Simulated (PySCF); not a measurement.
Structure problem from calculated spectra and properties.

Formula: H7PSi2.

* Rotational structure: rotational constants A, B, C: 8.167, 2.558, 2.074 GHz [PBE0-D3(BJ)/def2-SVP]
* UV, strongest line: among the 10 lowest singlet transitions: S8 at 7.37 eV (168 nm, f = 0.204) [TDDFT B3LYP/def2-SVPD]
* Dipole: 0.59 D [B3LYP/def2-SVPD]
* XPS: Si2p3/2 106.8 (×2), P2p3/2 136.0, Si1s 1846.6 (×2), P1s 2149.5 eV [ΔSCF SCAN, pcX-2 on the ionised atom, pcseg-1 elsewhere, spin-free X2C, 2p3/2 from a spin–orbit splitting computed afterwards within the 2p shell]
* 1H NMR: chemical shifts (computed TMS as zero) by class: 4.10 (6 H), 0.89 (1 H) ppm [GIAO CAM-B3LYP/pcSseg-2]
* NMR, other nuclei: isotropic shieldings of nuclei other than C and H, by class: 401 (2 Si), 612 (1 P) ppm [GIAO CAM-B3LYP/pcSseg-2]
* Triplet: lowest triplet excitation (Tamm–Dancoff): 5.40 eV [TDA B3LYP/def2-SVPD]
* UV, first state: lowest singlet excitation: 6.02 eV (206 nm, f = 0.004) [TDDFT B3LYP/def2-SVPD]
* Valence photoelectron: vertical ionisation energy: 9.39 eV [ΔSCF B3LYP/def2-SVPD]

The electronic properties come from PySCF, for the isolated species, density fitting. Levels stand in brackets. Geometry: PBE0-D3(BJ)/def2-SVP; no solvent, vibrations or thermal averaging. Each NMR value is the plain mean over a class of atoms that symmetry, rotation or inversion makes alike.

Question: Propose a structure and show how it fits.

Answer: Numbering: `[SiH3:1][PH:2][SiH3:3]`. Hydrogen classes from least to most shielded: 6 H on 2 SiH3 silicons, Si1/Si3 (4.10 ppm), 1 H on a three-coordinate phosphorus, P2 (0.89 ppm). The other shieldings belong to: 401 ppm, SiH3 silicon [Si1/Si3]; 612 ppm, three-coordinate phosphorus [P2]. The core levels belong to: Si2p3/2 106.8 eV, SiH3 silicon [Si1/Si3]; P2p3/2 136.0 eV, three-coordinate phosphorus [P2]; Si1s 1846.6 eV, SiH3 silicon [Si1/Si3]; P1s 2149.5 eV, three-coordinate phosphorus [P2]. The first electron is taken from the HOMO, whose largest Löwdin shares are 0.63 on the three-coordinate phosphorus, 0.11 on each of 2 atoms of one kind (SiH3 silicon) and 0.06 on the P–H hydrogen. The optimised geometry has point group Cs and is an asymmetric top. Structure: (SiH3)2PH (`[SiH3]P[SiH3]`). Computed isomers that give other values at the same levels: `[SiH3][SiH2]P` (core binding energies: Si2p3/2 106.5, Si2p3/2 106.6, P2p3/2 136.3, Si1s 1846.2, Si1s 1846.3, P1s 2149.9 eV). The assignments are read from this structure; whether some other isomer fits the data as well wasn't checked.
